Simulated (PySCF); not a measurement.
# Isomerisation enthalpies of C4H7N

**Measured values to compare with.**

CRC Handbook of Chemistry and Physics lists, for the gas at 298.15 K: enthalpy of formation of `CC(C)C#N` (isobutyronitrile) 23.4 kJ/mol; enthalpy of formation of `CCCC#N` (butanenitrile) 33.6 kJ/mol.

How close the calculation comes is told at the end.

Differences of these values give the isomerisation enthalpies. Geometries: PBE0-D3(BJ)/def2-SVP; runs in PySCF, gas phase, with a dispersion term only where the level names one. Total electronic energies (Eh):

```json
{"SMILES": "CC(C)C#N", "PBE0-D3(BJ)/def2-SVP": "-210.97409", "PBE0/pcSseg-1": "-211.09658", "PBE0/IGLO-III": "-211.20347", "PBE0/aug-cc-pVDZ": "-211.14542", "PBE0/cc-pVDZ": "-211.13370", "PBE0/cc-pVTZ": "-211.19307"}
{"SMILES": "CCCC#N", "PBE0-D3(BJ)/def2-SVP": "-210.97381", "PBE0/pcSseg-1": "-211.09614", "PBE0/IGLO-III": "-211.20325", "PBE0/aug-cc-pVDZ": "-211.14521", "PBE0/cc-pVDZ": "-211.13360", "PBE0/cc-pVTZ": "-211.19294"}
```

Geometry of `CC(C)C#N` (Å):
```
atom  x, y, z in Å
C1     1.2335   -0.5955   -0.0020
C2     0.0359    0.2991   -0.3264
C3    -1.3003   -0.3713   -0.0011
C4     0.1517    1.5838    0.3694
N5     0.2458    2.5906    0.9328
H6     1.2522   -0.8488    1.0686
H7     1.1658   -1.5320   -0.5752
H8     2.1834   -0.1033   -0.2536
H9     0.0564    0.5365   -1.4047
H10   -2.1500    0.2722   -0.2695
H11   -1.3890   -1.3141   -0.5604
H12   -1.3698   -0.5998    1.0731
```

Geometry of `CCCC#N` (Å):
```
atom  x, y, z in Å
C1    -1.5782   -0.2448   -0.0852
C2    -0.1294   -0.5545    0.2492
C3     0.7998    0.6152   -0.0859
C4     2.1980    0.3435    0.2232
N5     3.3004    0.1052    0.4825
H6    -2.2313   -1.0941    0.1621
H7    -1.9422    0.6301    0.4765
H8    -1.7059   -0.0273   -1.1576
H9     0.2079   -1.4476   -0.3008
H10   -0.0270   -0.7972    1.3191
H11    0.4961    1.5191    0.4688
H12    0.7272    0.8696   -1.1567
```

Zero-point and thermal terms are left out, so the computed numbers are electronic energies.

## Comparison

Relative to `CC(C)C#N`, the lowest by measurement, in kJ/mol (measured: enthalpies at 298.15 K; computed: electronic energies):

| SMILES | measured | PBE0-D3(BJ)/def2-SVP | PBE0/pcSseg-1 | PBE0/IGLO-III | PBE0/aug-cc-pVDZ | PBE0/cc-pVDZ | PBE0/cc-pVTZ |
| --- | --- | --- | --- | --- | --- | --- | --- |
| CC(C)C#N | 0.0 | 0.0 | 0.0 | 0.0 | 0.0 | 0.0 | 0.0 |
| CCCC#N | 10.2 | 0.7 | 1.2 | 0.6 | 0.5 | 0.3 | 0.4 |

Measured values: 23.4 kJ/mol (298.15 K; CRC Handbook of Chemistry and Physics) for the first row; the others come from the same table. Unsigned miss: PBE0/pcSseg-1 9.0, PBE0-D3(BJ)/def2-SVP 9.5, PBE0/IGLO-III 9.6, PBE0/aug-cc-pVDZ 9.7, PBE0/cc-pVTZ 9.8, PBE0/cc-pVDZ 9.9 kJ/mol. One conformer stands for `CCCC#N`, not necessarily the lowest, while the measurement averages over conformers. Where a level misses, the cause wasn't examined.
